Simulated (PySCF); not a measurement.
# Dipole moment and polarisability of `O=[PH]1C=CC=C1`

Species: C4H5OP.
Structure used (GFN2-xTB), in Å, numbered top down from 1:
```
atom  x, y, z in Å
O1     2.466   -0.132   -0.898
P2     1.325   -0.271    0.007
C3     0.332    1.178    0.446
C4    -0.958    0.903    0.221
C5    -1.225   -0.423   -0.320
C6    -0.146   -1.188   -0.519
H7     1.642   -0.838    1.242
H8     0.721    2.099    0.844
H9    -1.770    1.590    0.402
H10   -2.237   -0.725   -0.544
H11   -0.145   -2.191   -0.906
```

Level: PBE0/def2-SVPD (PySCF), static field, nuclei fixed, core orbitals frozen in the response. The polarisability tensor in these axes (au):

```
x   81.10 -2.57  0.03
y   -2.57 66.31  6.47
z    0.03  6.47 52.56
```

**Question.** Diagonalise the tensor; give its mean and Δα, where Δα² is half the sum of the squared differences of the eigenvalues.

**Answer.** Principal values 49.96, 68.44 and 81.58 au; mean 66.66 au = 9.88 Å³ = 10.99 × 10⁻⁴⁰ C²·m²/J; Δα = 27.51 au (41 % of the mean).

**Question.** What is the dipole moment, and where does it point?

**Answer.** (-4.13, -0.06, 2.18) D, 4.67 D in size, pointing from the negative to the positive side. Measured along this direction, the outermost atoms are O1 at the negative end and H9 and H10 at the positive end.

**Question.** Find the Langevin capture rate constant for H3O+ (19.018 u) meeting this molecule (100.008 u), k = 2.342 × 10⁻⁹ cm³/s × √(α in Å³ / reduced mass in u).

**Answer.** The reduced mass is 15.98 u, so k = 1.84 × 10⁻⁹ cm³/s. The formula leaves out the permanent dipole, which adds to the capture rate.

**Question.** In a dilute gas of rigid molecules at 250 K, how does the orientational term μ²/3kT compare with the electronic polarisability?

**Answer.** In Gaussian units μ²/3kT = 210.46 Å³ against 9.88 Å³, a ratio of 21.31; the Debye molar polarisation (4π/3)N_A(α + μ²/3kT) is 555.8 cm³/mol, leaving out the vibrational part.

**Question.** Give the eigenvalues of the traceless quadrupole moment Θ = ½Σq(3rr − r²1), origin at the centre of nuclear charge.

**Answer.** -11.88, 3.54, 8.34 D·Å. The values depend on the origin, since the dipole doesn't vanish. The electronic extent ⟨r²⟩ about the same centre is 590 bohr², a root-mean-square distance of 1.78 Å for the 52 electrons.

**Question.** Sum over states: ᾱ = Σ f/ω², ω in Eh. What share falls to these 8 lowest TDDFT singlets (eV, f)? 3.95, 0.0099; 4.33, 0.0011; 4.68, 0.0372; 6.54, 0.0229; 6.84, 0.0051; 6.91, 0.0000; 7.21, 0.0043; 7.30, 0.0699.

**Answer.** They add up to 3.29 au, 4.9 % of the 66.66 au; the largest single term is 1.26 au, from the state at 4.68 eV. Terms in order: 0.47, 0.04, 1.26, 0.40, 0.08, 0.00, 0.06, 0.97 au. Higher excitations give the rest. The strengths listed sum to 0.151.

Isolated species at its GFN2-xTB geometry, gas phase.

The run behind these numbers computed excited states as well. The run took 15 s of wall time on an Arm Neoverse V2 with one thread, no GPU, shared host, and the process peaked at 0.64 GiB of memory.
